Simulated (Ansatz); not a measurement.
Two isomers of C8H18: A = `CCC(C)CC(C)C`, B = `CCCC(C)(C)CC`.

Calculated with Ansatz (gas phase, PBE0-D4/def2-TZVP geometries, no zero-point term in ΔE). CCSD(T)/CBS adds triple-zeta CCSD(T) − MP2 to the extrapolated MP2 energy (def2 sets, frozen cores). DFT in def2-TZVPP. B3LYP here is the variant with VWN-RPA as its local correlation; programs differ in this. One conformer a species, not always the lowest.

A:

```xyz
26

C     0.9185   -2.3473   -1.6985
C     0.4206   -1.5678   -0.4927
C     0.8518   -0.1034   -0.4613
C     2.3675    0.0431   -0.4460
C     0.2592    0.6388    0.7352
C    -1.2624    0.6651    0.8601
C    -1.6644    1.4419    2.1059
C    -1.9314    1.2503   -0.3750
H     0.5045   -3.3581   -1.7096
H     2.0063   -2.4410   -1.7073
H     0.6210   -1.8586   -2.6313
H    -0.6724   -1.6182   -0.4728
H     0.7624   -2.0545    0.4301
H     0.4822    0.3719   -1.3798
H     2.6560    1.0963   -0.3971
H     2.8324   -0.3841   -1.3363
H     2.7957   -0.4580    0.4286
H     0.6776    0.2040    1.6528
H     0.6153    1.6775    0.7077
H    -1.6195   -0.3643    0.9851
H    -2.7485    1.4365    2.2461
H    -1.3444    2.4862    2.0314
H    -1.2067    1.0185    3.0041
H    -1.7401    0.6527   -1.2690
H    -3.0148    1.3080   -0.2421
H    -1.5663    2.2644   -0.5683
```

B:

Z-matrix (Å, degrees):
```
C
C 1 1.520
H 1 1.094 2 111.1
H 1 1.094 2 111.1 3 -119.5
H 1 1.092 2 111.7 3 120.2
C 2 1.520 1 112.0 3 59.6
H 2 1.095 1 109.3 3 -178.2
H 2 1.095 1 109.2 3 -62.5
C 6 1.536 2 116.8 1 178.8
H 6 1.098 2 108.7 1 56.6
H 6 1.097 2 108.6 1 -57.7
C 9 1.527 6 108.0 2 177.4
C 9 1.527 6 110.3 2 -64.4
C 9 1.537 6 111.9 2 56.0
H 12 1.094 9 111.0 6 -179.4
H 12 1.093 9 111.8 6 -58.6
H 12 1.094 9 110.6 6 61.0
H 13 1.094 9 110.6 6 -176.1
H 13 1.093 9 111.8 6 64.2
H 13 1.094 9 111.0 6 -56.5
C 14 1.519 9 116.2 6 55.5
H 14 1.095 9 108.6 6 -67.9
H 14 1.096 9 107.7 6 178.2
H 21 1.092 14 112.0 9 58.8
H 21 1.093 14 111.9 9 -62.1
H 21 1.092 14 110.5 9 178.3
```

(1) Which is lower in electronic energy at CCSD(T)/CBS, and by how much? (An estimate is asked.)

(2) Give E(B) − E(A) in kcal/mol with PBE0-D4, B3LYP-D4, B3LYP, ωB97M-V, BLYP-D4, B2PLYP, LDA (SPW92). (Estimate.)

Largest T1 diagnostic: 0.009.

Answers

(1) The calculation gave: B, by 0.4 kcal/mol. So small a gap doesn't settle the order.

(2) Computed: PBE0-D4 0.0, B3LYP-D4 0.1, B3LYP 1.2, ωB97M-V -0.4, BLYP-D4 0.0, B2PLYP 0.4, LDA (SPW92) -0.4. The order is the other way round with B3LYP, B2PLYP.

Leaving LDA and LC-ωPBE aside and taking each functional with its dispersion term where it has one, the values spread over 0.8 kcal/mol, from ωB97M-V to B2PLYP. LDA lies −1.2 kcal/mol from PBE without D4. The D4 term adds −1.1 kcal/mol with B3LYP and −0.6 kcal/mol with PBE0; it sums over pairs of atoms, weighted by their polarisabilities, and B3LYP, whose exchange is more repulsive, gets the larger term.
